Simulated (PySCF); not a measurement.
# Gas-phase XPS of `C=C[P-]CC`, computed

Species: C₄H₈P (charge -1).
Cartesian coordinates in Å at the GFN2-xTB level; atoms count from 1:
```
atom  x, y, z in Å
C1     1.8358    0.7363    0.1408
C2     1.5779   -0.4134    0.7887
P3     0.2612   -1.5751    0.6945
C4    -0.8385   -0.7789   -0.6021
C5    -1.6837    0.3736   -0.0762
H6     1.1865    1.1502   -0.6132
H7     2.7376    1.3005    0.3482
H8     2.3067   -0.7464    1.5285
H9    -0.2162   -0.4489   -1.4398
H10   -1.4957   -1.5744   -0.9722
H11   -2.3104    0.7997   -0.8672
H12   -1.0384    1.1531    0.3223
H13   -2.3273    0.0241    0.7300
```

Computed with delta-SCF UKS SCAN, pcX-2 on the ionised atom, pcseg-1 elsewhere, spin-free X2C (PySCF). Vertical ΔSCF values, vacuum level as zero.

List the computed XPS lines with their assignment.

```tsv
atom(s)	bonded to	level	binding energy (eV)	2p1/2 (eV)	above the level's lowest (eV)	count
C1	C (double bond) and 2 H	C 1s	283.71	–	0.00	1
C2	C (double bond), H and P	C 1s	284.56	–	+0.85	1
P3	2 C	P 2p3/2	128.85	129.74	0.00	1
P3	2 C	P 1s	2142.32	–	0.00	1
C4	C, 2 H and P	C 1s	285.26	–	+1.55	1
C5	C and 3 H	C 1s	285.96	–	+2.25	1
```

Lowest listed C 1s: C1, bonded to C (double bond) and 2 H. Highest, 2.25 eV above it: C5, bonded to C and 3 H. Summing the Pauling electronegativity differences to the bonded atoms, each weighted by its formal bond order, gives -0.70 for the lowest site and -1.05 for the highest; the largest sum, -0.70, belongs to C1, 2.25 eV below the top. The smallest sum, -1.06, belongs to C4, 1.55 eV above the lowest.

Give the binding energy of C 1s of C5 in hartree and in kJ/mol.

285.96 eV = 10.5088 Eh = 27591 kJ/mol.

Which photon energy gives electrons from C 1s of C5 a kinetic energy of 50 eV, and what is their de Broglie wavelength?

hν = 285.96 + 50 = 335.96 eV, recoil neglected; λ = 12.264 Å/√(E/eV) = 1.73 Å.

The 2p values add to the ΔSCF energy of one spin-free hole a correction within the shell (spin–orbit coupling, ligand field). 2p1/2 minus 2p3/2 (ligand field included): P 0.89 eV. The species carries charge -1, so core ionisation leaves a neutral species. The basis sets have no added diffuse functions. Geometry: GFN2-xTB, one conformer, isolated ion.
